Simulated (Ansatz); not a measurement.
Input for Ansatz (development build ahead of 0.2.0):

```yaml
crystal:
  periodic: [false, false, false]
  atoms:
    - { symbol: B, position_ang: [0.0, 0.0, -0.54225] }
    - { symbol: O, position_ang: [0.0, 0.0, 0.54225] }
basis:
  gaussian: { orbitals: cc-pVTZ }
magnetization:
  spin_polarized: true
  initial_magnetization: 1
hamiltonian:
  xc: hf
correlation:
  method: bccd_t
  frozen_orbitals: { B: 1, O: 1 }
```

The input is written out in the form of the current development build from the run's settings.

The run gave:

```json
{
  "Converged": "yes",
  "Reference energy (starting determinant)": "-99.53468 hartree",
  "Correlation energy": "-0.30124 hartree",
  "Total energy": "-99.83592 hartree"
}
```
